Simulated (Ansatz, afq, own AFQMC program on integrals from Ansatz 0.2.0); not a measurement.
## Where AFQMC and coupled cluster stand for CHB, singlet

```xyz
3

B     0.0000    0.0000    0.1443
C     0.0000    0.0000   -1.4657
H     0.0000    0.0000    1.3214
```

Connectivity, by distances: BH–C.

Basis 6-31G. Noble-gas cores (and the filled d shells of Ga–Kr and In–Xe) are frozen. AFQMC by an in-house program on the Cholesky factors that Ansatz 0.2.0 writes for its CCSD(T) run. ph-AFQMC/CISD is guided by a CISD state made of CCSD amplitudes; releasing the constraint for a short imaginary time cuts its bias at the price of noise, slowly where states lie close. Error bars are statistical, one sigma.

Determinant: RHF, the one that the program's search chose, which needn't be the lowest solution. The geometry is a point of a scan.

Full CI on the same integrals is exact in this basis and with this determinant's frozen core.

Cautions: higher spins were not checked; restricted determinant unstable towards unrestricted (UHF 895 meV lower, ⟨S²⟩ 1.00); the CCSDTQ amplitudes may be one of several solutions (largest double 0.93); the released energy hasn't reached full CI (57 meV above it at 2.40 1/Eh), so no released level is given (meV from the phaseless value at times in 1/Eh: -12 ± 5 at 0.24, -17 ± 4 at 0.51, -24 ± 4 at 0.99, -24 ± 5 at 1.62, -30 ± 6 at 2.40); the determinant fills πx and πy unequally, so it mixes two states of the linear molecule, and each level undoes that mixture to a different degree, while full CI gives the lower state, and by Hund's rule a triplet of that filling probably lies lower still; CCSDTQ on the UHF determinant differs (714 meV lower), perhaps since the unrestricted series falls towards higher spin.

```
T1 diagnostic                               : 0.0178
weight of the determinant in the CISD state : 0.871
size of the correlated space                : 8 electrons in 18 orbitals
```

```
  level  correlation energy (eV)
    MP2                  -3.1740
   CCSD                  -4.0179
CCSD(T)                  -4.1572
```

Q: Estimate where phaseless AFQMC with a CISD trial lies against CCSD(T) on the same integrals.

A: 24.7 ± 4.5 meV below CCSD(T).

Reference: full CI, correlation energy -4.269 eV. The cautions show a poor starting determinant, so the rows tell how each method copes with it here, and full CI is the sure value.

```tsv
level	E − E(reference) (meV)	share of correlation (%)
CCSD(T)	112.0	97.38
CCSDT	71.2	98.33
CCSDT(Q)	32.1	99.25
CCSDTQ	4.6	99.89
ph-AFQMC/CISD	87.3 ± 4.5	97.95
```

CCSDT and higher add their correlation energy to the determinant of the CCSD(T) run, since their own runs factorise the integrals more tightly (a shift of under 2 meV).
